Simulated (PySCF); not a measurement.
# How the method changes the constants of SF

State: ²Π (doublet), unpaired electrons π ↑. Set-up: PySCF, no relativity, basis sets S def2-SVPD, F def2-SVPD. De refers to S + F in their high-spin ground configurations, without counterpoise correction. The functionals are run spin-unrestricted. A positive dipole means S(−)F(+).

```json
{"Level": "UHF", "Re (Å)": "1.605", "ωe (cm⁻¹)": "900", "De (eV)": "1.29", "μ (D)": "-1.23"}
{"Level": "UHF-MP2", "Re (Å)": "1.646", "ωe (cm⁻¹)": "813", "De (eV)": "3.32", "μ (D)": "n/a"}
{"Level": "UHF-SCS-MP2", "Re (Å)": "1.649", "ωe (cm⁻¹)": "804", "De (eV)": "3.19", "μ (D)": "n/a"}
{"Level": "UHF-CCSD", "Re (Å)": "1.644", "ωe (cm⁻¹)": "819", "De (eV)": "2.95", "μ (D)": "n/a"}
{"Level": "UHF-CCSD(T)", "Re (Å)": "1.652", "ωe (cm⁻¹)": "795", "De (eV)": "3.10", "μ (D)": "n/a"}
{"Level": "PBE", "Re (Å)": "1.651", "ωe (cm⁻¹)": "797", "De (eV)": "3.94", "μ (D)": "-0.83"}
{"Level": "r²SCAN", "Re (Å)": "1.636", "ωe (cm⁻¹)": "825", "De (eV)": "3.56", "μ (D)": "-0.84"}
{"Level": "TPSSh", "Re (Å)": "1.639", "ωe (cm⁻¹)": "825", "De (eV)": "3.52", "μ (D)": "-0.88"}
{"Level": "PBE0", "Re (Å)": "1.626", "ωe (cm⁻¹)": "850", "De (eV)": "3.47", "μ (D)": "-0.92"}
{"Level": "MN15", "Re (Å)": "1.612", "ωe (cm⁻¹)": "873", "De (eV)": "3.67", "μ (D)": "-0.89"}
{"Level": "LC-ωPBE", "Re (Å)": "1.620", "ωe (cm⁻¹)": "876", "De (eV)": "3.51", "μ (D)": "-0.96"}
{"Level": "B2PLYP", "Re (Å)": "1.642", "ωe (cm⁻¹)": "814", "De (eV)": "3.39", "μ (D)": "-1.24"}
```

Task: Which functional lies closest to UHF-CCSD(T) in De, which farthest, and by how much do they differ from it?

Result: Closest is B2PLYP (-1.0 pm in Re, +2.4 % in ωe, +0.29 eV in De against UHF-CCSD(T) in the same basis), farthest PBE (-0.1 pm in Re, +0.3 % in ωe, +0.84 eV in De). CCSD(T) converges more slowly with the basis than the functionals do and binds too weakly in this one, so the order can change at the basis-set limit.

Task: What does the step from GGA to meta-GGA do here, going from PBE to r²SCAN?

Result: r²SCAN less PBE: -1.5 pm in Re, +3.5 % in ωe, -0.38 eV in De. 

Task: What does all correlation do here, going from UHF to UHF-CCSD(T)?

Result: UHF-CCSD(T) less UHF: +4.7 pm in Re, -11.7 % in ωe, +1.81 eV in De. Correlation nearly always deepens the well. The bond lengthens, as in strong covalent bonds, where excitations into antibonding orbitals dominate.

Correlated steps freeze 6 core orbitals. Correlated levels converge slowly with the basis: in double zeta they bind strong bonds too weakly, by up to about 1 eV, and carry superposition errors of some tenths. B2PLYP dipoles, levels and charges come from its SCF part alone. The state is the lowest determinant that a PBE0 search found; another state may lie lower at other levels.

The whole job (state search and all levels along the bond) took about 2 min on 1 thread of Oxide Virtual Turin-like (shared host), peak memory 0.57 GiB.
